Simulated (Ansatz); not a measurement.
P2 (`P#P`). Total charge 0; spin multiplicity 1. The structure was optimised at the PBE0-D4/def2-TZVP level.

```xyz
2

P     0.537    0.391    0.666
P    -0.537   -0.391   -0.666
```

Problem. What is the dipole moment at PBE/def2-TZVPP? (Estimate.)

Solution. Ansatz gave: 0.00 D, zero by symmetry or nearly so.

Problem. Give the Mulliken charges with PBE, ωB97M-V, r2SCAN in def2-TZVPP. (Estimate.)

Solution. Ansatz gave: 
```tsv
atom	PBE	ωB97M-V	r2SCAN
P1	0.00	0.00	0.00
P2	0.00	0.00	0.00
```
